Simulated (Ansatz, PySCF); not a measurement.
Molecule: formamide, CH$_{3}$NO, net charge 0, singlet state. 
Structure (B3LYP-D3(BJ)/def2-TZVP (Ansatz, an electronic-structure program) minimum search):
```xyz
6

N     -1.0698     0.1943     0.1075
C      0.2724     0.3136    -0.0479
O      1.0507    -0.6113    -0.0819
H     -1.4767    -0.7220     0.2042
H     -1.6667     1.0020     0.1281
H      0.5920     1.3678    -0.1427
```
Charge 0, spin multiplicity 1.

PBE beside other levels, property by property. Valence correlation only, unless marked. UHF or UKS for open shells. Spin-orbit coupling is left out. No relativistic terms. Basis-set limits of correlation are two-point, X^-3; Hartree-Fock from the larger set. [CCSD(T)-MP2]/basis is that difference in the basis named. Rows marked 298 K are enthalpies with B3LYP-D3(BJ) harmonic zero-point and thermal terms from PySCF. Enthalpies of formation rest on the atoms' values in the G2/97 table (older ones for B and Si), with no core term in the frozen-core levels. Anions need diffuse functions, of which def2-TZVPD holds fewer than the aug- sets. The coupled-cluster column (Ansatz) is a level with limits of its own: (a) RI-MP2/CBS(aug-cc-pVTZ,aug-cc-pVQZ)+[CCSD(T)-MP2]/aug-cc-pVTZ; (b) RI-MP2/CBS(cc-pVTZ,cc-pVQZ)+[CCSD(T)-MP2]/cc-pVTZ.

```json
[
 {"property": "C-N bond dissociation enthalpy, 298 K, to [NH2] (NH2) + [CH]=O (kcal/mol)", "PBE/def2-TZVPD (Ansatz)": "101.4", "SVWN5/def2-TZVPD (Ansatz)": "123.8", "B2PLYP/def2-TZVPD (Ansatz)": "97.0", "CCSD(T)/cc-pVDZ (Ansatz)": "91.3", "coupled cluster": "99.5 (a)", "measured": "-"},
 {"property": "H-N bond dissociation enthalpy, 298 K, to [NH]C=O + H atom (kcal/mol)", "PBE/def2-TZVPD (Ansatz)": "111.7", "SVWN5/def2-TZVPD (Ansatz)": "127.7", "B2PLYP/def2-TZVPD (Ansatz)": "112.7", "CCSD(T)/cc-pVDZ (Ansatz)": "106.2", "coupled cluster": "115.7 (a)", "measured": "-"},
 {"property": "C-H bond dissociation enthalpy, 298 K, to N[C]=O + H atom (kcal/mol)", "PBE/def2-TZVPD (Ansatz)": "88.7", "SVWN5/def2-TZVPD (Ansatz)": "99.4", "B2PLYP/def2-TZVPD (Ansatz)": "90.9", "CCSD(T)/cc-pVDZ (Ansatz)": "88.5", "coupled cluster": "94.7 (b)", "measured": "-"},
 {"property": "enthalpy of formation at 298 K by atomisation (kcal/mol)", "PBE/def2-TZVPD (Ansatz)": "-68.3", "SVWN5/def2-TZVPD (Ansatz)": "-147.4", "B2PLYP/def2-TZVPD (Ansatz)": "-41.1", "CCSD(T)/cc-pVDZ (Ansatz)": "9.3", "coupled cluster": "-44.8 (a)", "measured": "-46.3"},
 {"property": "deprotonation enthalpy (H-N bond), 298 K, to [NH-]C=O + H+ (kcal/mol)", "PBE/def2-TZVPD (Ansatz)": "360.6", "SVWN5/def2-TZVPD (Ansatz)": "354.9", "B2PLYP/def2-TZVPD (Ansatz)": "362.2", "CCSD(T)/cc-pVDZ (Ansatz)": "382.1", "coupled cluster": "363.3 (a)", "measured": "-"}
]
```

Measured values: CRC Handbook, as tabulated in the package chemicals; they hold spin-orbit effects, and any other conformers, which all levels lack, and core correlation, which the frozen-core levels lack. This is an older compilation, not checked against later work.

As the rows show:
- C-N bond dissociation enthalpy, 298 K, to [NH2] (NH2) + [CH]=O: PBE lies 1.9 kcal/mol above coupled cluster.
- H-N bond dissociation enthalpy, 298 K, to [NH]C=O + H atom: PBE lies 4.0 kcal/mol below coupled cluster.
- C-H bond dissociation enthalpy, 298 K, to N[C]=O + H atom: PBE lies 6.0 kcal/mol below coupled cluster.
- enthalpy of formation at 298 K by atomisation: PBE lies 22.0 kcal/mol below the measured value.
- deprotonation enthalpy (H-N bond), 298 K, to [NH-]C=O + H+: PBE lies 2.7 kcal/mol below coupled cluster.
